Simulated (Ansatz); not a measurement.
# C₂H₄FNS: an energy map over bond length C2–F3 and angle F3–C2–C4

How does the energy of C₂H₄FNS, SMILES NC(F)C=S change over two coordinates at once? A grid of runs gives the map.

Method: RHF/def2-TZVP; program: Ansatz 0.2.0.

## Step 1: Where the work starts

SMILES `NC(F)C=S`, 9 atoms, charge 0, spin multiplicity 1.

Atoms are counted from 1 here; the program's logs count them from 0.

Bond lengths: N1–C2 1.409 Å, N1–H6 1.025 Å, N1–H7 1.026 Å, C2–F3 1.426 Å, C2–C4 1.511 Å, C2–H8 1.110 Å, C4–S5 1.625 Å, C4–H9 1.114 Å. Angles: C2–N1–H6 113.5°, C2–N1–H7 112.8°, H6–N1–H7 109.9°, N1–C2–F3 113.5°, N1–C2–C4 109.9°, N1–C2–H8 110.3°, F3–C2–C4 105.4°, F3–C2–H8 106.9°, C4–C2–H8 110.6°, C2–C4–S5 125.7°, C2–C4–H9 112.9°, S5–C4–H9 121.4°.

Geometry (Å):

| atom | x (Å) | y (Å) | z (Å) |
| --- | --- | --- | --- |
| N1 | 0.35875 | 0.65250 | 1.03335 |
| C2 | -0.41114 | -0.16511 | 0.18300 |
| F3 | -0.40105 | -1.54190 | 0.55428 |
| C4 | 0.15221 | -0.12281 | -1.21869 |
| S5 | -0.65941 | 0.32446 | -2.55316 |
| H6 | -0.03261 | 0.74359 | 1.97608 |
| H7 | 1.33924 | 0.35668 | 1.08986 |
| H8 | -1.47165 | 0.16299 | 0.18842 |
| H9 | 1.21395 | -0.45660 | -1.27043 |

This geometry comes from a loose relaxation at PBE in a small basis, which is not shown.

## Step 2: The minimum at this level

input.yaml

```yaml
crystal:
  periodic: [false, false, false]
  atoms:
    - { symbol: "N", position_ang: [0.358748, 0.652497, 1.033349] }
    - { symbol: C, position_ang: [-0.411138, -0.165108, 0.182997] }
    - { symbol: F, position_ang: [-0.401046, -1.541897, 0.55428] }
    - { symbol: C, position_ang: [0.152205, -0.122814, -1.218687] }
    - { symbol: S, position_ang: [-0.659409, 0.324462, -2.553164] }
    - { symbol: H, position_ang: [-0.032608, 0.743591, 1.976077] }
    - { symbol: H, position_ang: [1.339244, 0.356679, 1.089861] }
    - { symbol: H, position_ang: [-1.471646, 0.162986, 0.18842] }
    - { symbol: H, position_ang: [1.213949, -0.456597, -1.270432] }
basis:
  gaussian: { orbitals: def2-TZVP }
hamiltonian:
  xc: hf
output:
  forces: true
relax:
  f_tol: 0.003
  max_steps: 120
```

The run is started by

```sh
ansatz run input.yaml --threads 1 --pin off --max-ram 2560MiB --backend cpu --events-out ev --progress --plain --runs-dir out
```

The log of the run (excerpt; [...] marks lines left out):

```text
Warning: RAYON_NUM_THREADS=1 ignored (pool sized by the plan → 1); use --threads N
[...]
Functional definition: HF
[...]
1343 factors; their error is unknown
[...]
mean field -17131.06291821 eV, -629.5549503927 hartree, gradient 1.2e-5 eV, S^2 0.000000; 0 other end points of the search recorded, 0 dependent functions left out
[...]
reference -17131.06291821 eV, -629.5549503927 hartree; 24, 24 occupied and 161, 161 virtual orbitals, 1343 factors
relax step   1: F+E_penalty+E_count = -17131.06291821 eV  Δ(F+E_penalty+E_count) = +0.000e0 eV  max|allowed force component| = 1.580e0 eV/Å  Δτ_max = 0.0000 Å  (42 SCF iters, accepted)
[...]
relax step   3: F+E_penalty+E_count = -17131.19404716 eV  Δ(F+E_penalty+E_count) = +3.466e-3 eV  max|allowed force component| = 7.337e-1 eV/Å  Δτ_max = 0.0799 Å  (38 SCF iters, rejected (line search))
[...]
relax step   5: F+E_penalty+E_count = -17131.21593226 eV  Δ(F+E_penalty+E_count) = +6.960e-4 eV  max|allowed force component| = 2.352e-1 eV/Å  Δτ_max = 0.0379 Å  (40 SCF iters, rejected (line search))
[...]
relax step   7: F+E_penalty+E_count = -17131.21899794 eV  Δ(F+E_penalty+E_count) = -2.745e-4 eV  max|allowed force component| = 1.855e-2 eV/Å  Δτ_max = 0.0165 Å  (39 SCF iters, accepted)
[...]
relax step   8: F+E_penalty+E_count = -17131.21904304 eV  Δ(F+E_penalty+E_count) = -4.510e-5 eV  max|allowed force component| = 8.953e-3 eV/Å  Δτ_max = 0.0080 Å  (37 SCF iters, accepted)
[...]
relax step   9: F+E_penalty+E_count = -17131.21904970 eV  Δ(F+E_penalty+E_count) = -6.654e-6 eV  max|allowed force component| = 2.768e-3 eV/Å  Δτ_max = 0.0027 Å  (38 SCF iters, accepted)
1343 factors; their error is unknown
mean field -17131.21904970 eV, -629.5606881191 hartree, gradient 1.8e-5 eV, S^2 0.000000; 1 other end points of the search recorded, 0 dependent functions left out
[...]
reference -17131.21904970 eV, -629.5606881191 hartree; 24, 24 occupied and 161, 161 virtual orbitals, 1343 factors
Total energy: -17131.21904970 eV, -629.5606881191 hartree
Atom 0 at     0.351692     0.658032     1.027405 Å, force     0.001610     0.000095    -0.000903 eV/Å
Atom 1 at    -0.402471    -0.175157     0.179367 Å, force    -0.002265     0.000840     0.002769 eV/Å
Atom 2 at    -0.360121    -1.493864     0.576814 Å, force    -0.000655    -0.000406    -0.000719 eV/Å
Atom 3 at     0.151164    -0.139727    -1.224035 Å, force     0.002130    -0.000092    -0.000650 eV/Å
Atom 4 at    -0.628449     0.388090    -2.503181 Å, force    -0.000172    -0.000021     0.000803 eV/Å
Atom 5 at    -0.051146     0.739780     1.935976 Å, force     0.000376    -0.000365     0.000333 eV/Å
Atom 6 at     1.304680     0.371107     1.105808 Å, force    -0.001925     0.000942    -0.000470 eV/Å
Atom 7 at    -1.437622     0.123843     0.187833 Å, force     0.000873    -0.000688    -0.000452 eV/Å
Atom 8 at     1.160573    -0.518305    -1.303285 Å, force     0.000028    -0.000304    -0.000709 eV/Å
Dipole moment:     0.237697     0.066729     0.447024 e Å
```

Run time: 53 s. Hardware: 1 thread of Intel Xeon Platinum 8375C at 2.90GHz (Ice Lake), shared host; peak memory 0.43 GiB.

Along the way: (the energy doesn't fall at every step)

| step | energy from step 1 (eV) | largest force component (eV/Å) |
| --- | --- | --- |
| 1 | 0.0000 | 1.5804 |
| 2 | -0.1346 | 0.6833 |
| 3 | -0.1311 | 0.7337 |
| 4 | -0.1537 | 0.1930 |
| 5 | -0.1530 | 0.2352 |
| 6 | -0.1558 | 0.0287 |
| 7 | -0.1561 | 0.0186 |
| 8 | -0.1561 | 0.0090 |
| 9 | -0.1561 | 0.0028 |

Distances of close pairs at the start and the end, largest changes first:

| bond | before (Å) | after (Å) | change (Å) |
| --- | --- | --- | --- |
| C2–F3 | 1.426 | 1.378 | -0.048 |
| C4–S5 | 1.625 | 1.588 | -0.036 |
| C4–H9 | 1.114 | 1.081 | -0.033 |
| C2–H8 | 1.110 | 1.078 | -0.033 |
| N1–H6 | 1.025 | 0.997 | -0.028 |
| N1–H7 | 1.026 | 0.998 | -0.027 |
| C2–C4 | 1.511 | 1.509 | -0.002 |
| N1–C2 | 1.409 | 1.408 | -0.001 |

## Step 3: Setting up the map

The axes are (1) bond length C2–F3: 9 values from 1.185 to 1.929 Å; (2) angle F3–C2–C4: 9 values from 71.2 to 141.2 °.

Nothing else is relaxed (all other coordinates rigid). Energies count from the relaxed molecule at the same level. Points are written as (first, second).

Below, 3 of the grid's runs; all are launched alike.

## Step 4: The run at (1.185 Å, 71.2°)

input.yaml

```yaml
crystal:
  periodic: [false, false, false]
  atoms:
    - { symbol: "N", position_ang: [0.351692, 0.658032, 1.027405] }
    - { symbol: C, position_ang: [-0.402471, -0.175157, 0.179367] }
    - { symbol: F, position_ang: [-0.106692, -1.276615, -0.142397] }
    - { symbol: C, position_ang: [0.151164, -0.139727, -1.224035] }
    - { symbol: S, position_ang: [-0.628449, 0.38809, -2.503181] }
    - { symbol: H, position_ang: [-0.051146, 0.73978, 1.935976] }
    - { symbol: H, position_ang: [1.30468, 0.371107, 1.105808] }
    - { symbol: H, position_ang: [-1.437622, 0.123843, 0.187833] }
    - { symbol: H, position_ang: [1.160573, -0.518305, -1.303285] }
basis:
  gaussian: { orbitals: def2-TZVP }
hamiltonian:
  xc: hf
output:
  forces: true
```

The run is started by

```sh
ansatz run input.yaml --threads 1 --pin off --max-ram 2560MiB --backend cpu --events-out ev --progress --plain --runs-dir out
```

The log of the run (excerpt; [...] marks lines left out):

```text
Warning: RAYON_NUM_THREADS=1 ignored (pool sized by the plan → 1); use --threads N
[...]
[... 1 set-up line as earlier in the session ...]
[...]
1343 factors; their error is unknown
[...]
mean field -17126.52118974 eV, -629.3880449498 hartree, gradient 1.0e-5 eV, S^2 0.000000; 0 other end points of the search recorded, 0 dependent functions left out
[...]
reference -17126.52118974 eV, -629.3880449498 hartree; 24, 24 occupied and 161, 161 virtual orbitals, 1343 factors
Total energy: -17126.52118974 eV, -629.3880449498 hartree
Atom 0 at     0.351692     0.658032     1.027405 Å, force    -0.262942    -1.246364     1.735546 eV/Å
Atom 1 at    -0.402471    -0.175157     0.179367 Å, force    -0.185827    14.578839    -2.636748 eV/Å
Atom 2 at    -0.106692    -1.276615    -0.142397 Å, force     0.253445   -19.840199     4.593017 eV/Å
Atom 3 at     0.151164    -0.139727    -1.224035 Å, force     1.095060     6.480660    -2.627805 eV/Å
Atom 4 at    -0.628449     0.388090    -2.503181 Å, force    -1.022083    -0.087200    -1.868468 eV/Å
Atom 5 at    -0.051146     0.739780     1.935976 Å, force     0.192012     0.017970     0.257577 eV/Å
Atom 6 at     1.304680     0.371107     1.105808 Å, force     0.121914     0.194723    -0.013932 eV/Å
Atom 7 at    -1.437622     0.123843     0.187833 Å, force    -0.211320    -0.828635     0.484357 eV/Å
Atom 8 at     1.160573    -0.518305    -1.303285 Å, force     0.019740     0.730205     0.076456 eV/Å
Dipole moment:     0.283572    -0.334083     1.079603 e Å
```

It took 4.9 s on 1 thread of Intel Xeon Platinum 8375C at 2.90GHz (Ice Lake), shared host; peak memory 0.43 GiB.

Energy on the map's scale: 108 kcal/mol.

## Step 5: Point (1.371 Å, 106.2°)

input.yaml: that of step 4 with these lines changed.

```diff
@@ -5,3 +5,3 @@
     - { symbol: C, position_ang: [-0.402471, -0.175157, 0.179367] }
-    - { symbol: F, position_ang: [-0.106692, -1.276615, -0.142397] }
+    - { symbol: F, position_ang: [-0.360089, -1.487372, 0.574255] }
     - { symbol: C, position_ang: [0.151164, -0.139727, -1.224035] }
```

The run is started by

```sh
ansatz run input.yaml --threads 1 --pin off --max-ram 2560MiB --backend cpu --events-out ev --progress --plain --runs-dir out
```

The log of the run (excerpt; [...] marks lines left out):

```text
Warning: RAYON_NUM_THREADS=1 ignored (pool sized by the plan → 1); use --threads N
[...]
[... 1 set-up line as earlier in the session ...]
[...]
1343 factors; their error is unknown
[...]
mean field -17131.21816216 eV, -629.5606555025 hartree, gradient 1.0e-5 eV, S^2 0.000000; 0 other end points of the search recorded, 0 dependent functions left out
[...]
reference -17131.21816216 eV, -629.5606555025 hartree; 24, 24 occupied and 161, 161 virtual orbitals, 1343 factors
Total energy: -17131.21816216 eV, -629.5606555025 hartree
Atom 0 at     0.351692     0.658032     1.027405 Å, force     0.014171     0.036462     0.008654 eV/Å
Atom 1 at    -0.402471    -0.175157     0.179367 Å, force    -0.018150     0.157810    -0.060577 eV/Å
Atom 2 at    -0.360089    -1.487372     0.574255 Å, force     0.005883    -0.244124     0.079056 eV/Å
Atom 3 at     0.151164    -0.139727    -1.224035 Å, force    -0.000084     0.030733    -0.014174 eV/Å
Atom 4 at    -0.628449     0.388090    -2.503181 Å, force     0.000545    -0.001406    -0.005098 eV/Å
Atom 5 at    -0.051146     0.739780     1.935976 Å, force     0.000927    -0.000515     0.000548 eV/Å
Atom 6 at     1.304680     0.371107     1.105808 Å, force    -0.002213    -0.000466     0.000398 eV/Å
Atom 7 at    -1.437622     0.123843     0.187833 Å, force    -0.001696     0.024560    -0.008220 eV/Å
Atom 8 at     1.160573    -0.518305    -1.303285 Å, force     0.000617    -0.003053    -0.000587 eV/Å
Dipole moment:     0.237125     0.058863     0.450063 e Å
```

It took 6 s on 1 thread of Intel Xeon Platinum 8375C at 2.90GHz (Ice Lake), shared host; peak memory 0.43 GiB.

Energy on the map's scale: 0.02 kcal/mol.

## Step 6: Grid point (1.650 Å, 71.2°)

input.yaml: that of step 5 with these lines changed.

```diff
@@ -5,3 +5,3 @@
     - { symbol: C, position_ang: [-0.402471, -0.175157, 0.179367] }
-    - { symbol: F, position_ang: [-0.360089, -1.487372, 0.574255] }
+    - { symbol: F, position_ang: [0.009374, -1.708832, -0.268659] }
     - { symbol: C, position_ang: [0.151164, -0.139727, -1.224035] }
```

The run is started by

```sh
ansatz run input.yaml --threads 1 --pin off --max-ram 2560MiB --backend cpu --events-out ev --progress --plain --runs-dir out
```

The log of the run (excerpt; [...] marks lines left out):

```text
Warning: RAYON_NUM_THREADS=1 ignored (pool sized by the plan → 1); use --threads N
[...]
[... 1 set-up line as earlier in the session ...]
[...]
1343 factors; their error is unknown
[...]
mean field -17128.60753024 eV, -629.4647165492 hartree, gradient 2.0e-5 eV, S^2 0.000000; 0 other end points of the search recorded, 0 dependent functions left out
[...]
reference -17128.60753024 eV, -629.4647165492 hartree; 24, 24 occupied and 161, 161 virtual orbitals, 1343 factors
Total energy: -17128.60753024 eV, -629.4647165492 hartree
Atom 0 at     0.351692     0.658032     1.027405 Å, force    -0.889023    -2.815648     0.543460 eV/Å
Atom 1 at    -0.402471    -0.175157     0.179367 Å, force     3.287448     1.966197    -4.449034 eV/Å
Atom 2 at     0.009374    -1.708832    -0.268659 Å, force    -2.035822    -0.688496     4.112619 eV/Å
Atom 3 at     0.151164    -0.139727    -1.224035 Å, force     0.363070     1.795728     0.033059 eV/Å
Atom 4 at    -0.628449     0.388090    -2.503181 Å, force    -0.603902     0.233688    -0.798105 eV/Å
Atom 5 at    -0.051146     0.739780     1.935976 Å, force     0.081593     0.058458     0.181935 eV/Å
Atom 6 at     1.304680     0.371107     1.105808 Å, force     0.194605     0.311199    -0.153343 eV/Å
Atom 7 at    -1.437622     0.123843     0.187833 Å, force    -0.354153    -1.695099     0.491757 eV/Å
Atom 8 at     1.160573    -0.518305    -1.303285 Å, force    -0.043816     0.833974     0.037651 eV/Å
Dipole moment:     0.224279     0.243600     1.058892 e Å
```

Wall time 5 s (1 thread of Intel Xeon Platinum 8375C at 2.90GHz (Ice Lake), shared host); peak memory 0.43 GiB.

On the map this point reads 60 kcal/mol.

## Step 7: The map

81 points were computed. Energies in kcal/mol, from the relaxed molecule at the same level:

```csv
"angle F3–C2–C4 (°) ↓, bond length C2–F3 (Å) →",1.185,1.278,1.371,1.464,1.557,1.650,1.743,1.836,1.929
141.2,89,62,50,46,47,50,55,61,67
132.5,60,37,28,27,30,36,44,51,59
123.7,39,19,12,13,19,27,35,44,53
115.0,27,9,3,5,12,21,30,40,50
106.2,24,5,0,3,9,18,28,38,48
97.5,28,9,3,5,12,20,30,39,49
88.7,43,22,14,15,19,27,35,44,52
80.0,69,45,35,32,34,39,45,52,59
71.2,108,81,67,60,59,60,63,67,71
```

On the same grid, largest force on an atom (eV/Å):

| angle F3–C2–C4 (°) ↓, bond length C2–F3 (Å) → | 1.185 | 1.278 | 1.371 | 1.464 | 1.557 | 1.650 | 1.743 | 1.836 | 1.929 |
| --- | --- | --- | --- | --- | --- | --- | --- | --- | --- |
| 141.2 | 19.0 | 11.0 | 6.6 | 6.3 | 6.3 | 6.1 | 5.8 | 5.6 | 5.6 |
| 132.5 | 16.4 | 8.5 | 4.8 | 5.1 | 5.1 | 5.0 | 4.7 | 4.5 | 4.5 |
| 123.7 | 14.4 | 6.6 | 3.3 | 3.7 | 3.8 | 4.2 | 4.3 | 4.3 | 4.1 |
| 115.0 | 13.3 | 5.4 | 1.7 | 2.5 | 3.8 | 4.4 | 4.6 | 4.6 | 4.4 |
| 106.2 | 13.0 | 4.9 | 0.3 | 2.4 | 3.8 | 4.5 | 4.7 | 4.6 | 4.4 |
| 97.5 | 13.5 | 5.6 | 1.7 | 2.4 | 3.7 | 4.3 | 4.5 | 4.5 | 4.3 |
| 88.7 | 15.1 | 7.3 | 3.5 | 3.3 | 3.5 | 4.0 | 4.2 | 4.2 | 4.0 |
| 80.0 | 17.5 | 9.9 | 6.0 | 4.7 | 4.6 | 4.4 | 4.3 | 4.2 | 4.2 |
| 71.2 | 20.4 | 13.1 | 9.1 | 6.9 | 6.0 | 5.9 | 5.7 | 5.7 | 5.7 |

## Step 8: Outcome

| quantity | value |
| --- | --- |
| lowest point | (1.371 Å, 106.2°), 0.02 kcal/mol |
| highest computed point | (1.185 Å, 71.2°), 108 kcal/mol above the lowest |
| largest force on an atom (eV/Å) | 0.3 at (1.371 Å, 106.2°) to 20.4 at (1.185 Å, 71.2°); 0.3 at the lowest point |
| time for the whole task | 8.8 min on 1 thread, shared host |

The lowest computed point is at (1.371 Å, 106.2°), 0.02 kcal/mol from the relaxed molecule at the same level. The grid is coarse, so the lowest point of the scanned range may lie between grid points; coordinates that were held can hide deeper minima. The grid shows no other well, apart from its symmetry copies. The highest computed point, (1.185 Å, 71.2°), lies 108 kcal/mol above the lowest. Round the minimum the two coordinates are nearly uncoupled.
